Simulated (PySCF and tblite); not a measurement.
Results of a calculation; reference values are marked as such.
C₅H₈O, numbered as in [CH:1]#[C:2][CH2:3][CH2:4][O:5][CH3:6].

The ensemble was built from 90 distance-geometry starts (ETKDG and KDG, MMFF94s, GFN2-xTB) and rests on PBE0-D3(BJ)/def2-SVP geometries. Weights use PBE0-D3(BJ)/def2-TZVP energies plus GFN2-xTB zero-point and thermal terms (modes under about 100 cm⁻¹ blended into free rotors). Symmetry numbers and mirror images are counted. Conformers within 4 kcal/mol (GFN2-xTB free energy) were kept, 7 at most. GIAO shieldings: PBE0/pcSseg-1. Shifts are against TMS (¹H), TMS (¹³C) at the same level. Codes: tblite and PySCF.

**Question.** What shifts does this protocol give at 298.15 K under fast conformational exchange?

**Answer.** ¹H: 3.31 (H6, 3H), 3.19 (H4, 2H), 2.34 (H3, 2H), 1.78 (H1, 1H) ppm. ¹³C: 84.2 (C2), 75.2 (C1), 72.8 (C4), 58.9 (C6), 21.4 (C3) ppm.

**Question.** How do the conformers differ?

**Answer.** Torsions listed: C2–C3–C4–O5, C3–C4–O5–C6. Of a mirror pair one member is shown.
```json
{"conformer": "1", "shape": "-179°, -179°", "weight %": "59.4"}
{"conformer": "2", "shape": "-66°, 176°", "weight %": "21.7"}
{"conformer": "3", "shape": "-178°, -78°", "weight %": "13.0"}
{"conformer": "4", "shape": "54°, 66°", "weight %": "3.3"}
{"conformer": "5", "shape": "78°, -78°", "weight %": "2.6"}
```

```tsv
signal	1	2	3	4	5	average
H1	1.77	1.76	1.79	1.82	1.94	1.78
H3	2.37	2.29	2.34	2.29	2.25	2.34
H4	3.14	3.09	3.43	3.44	3.45	3.19
H6	3.32	3.30	3.22	3.22	3.60	3.31
C1	75.2	74.5	75.7	75.8	76.5	75.2
C2	83.5	86.2	83.4	84.2	88.7	84.2
C3	21.9	22.5	17.9	18.1	23.4	21.4
C4	73.1	72.6	72.5	70.6	72.3	72.8
C6	59.2	59.4	57.2	55.2	60.5	58.9
```

**Question.** Which signal moves most, for its nucleus, between 200 and 400 K through the change of populations alone?

**Answer.** H4: 3.16 ppm at 200 K, 3.17 ppm at 250 K, 3.19 ppm at 298.15 K, 3.20 ppm at 350 K, 3.21 ppm at 400 K.

Shifts are unscaled: against experiment ¹³C can be off by 15 ppm or more and ¹H by 0.8 ppm.
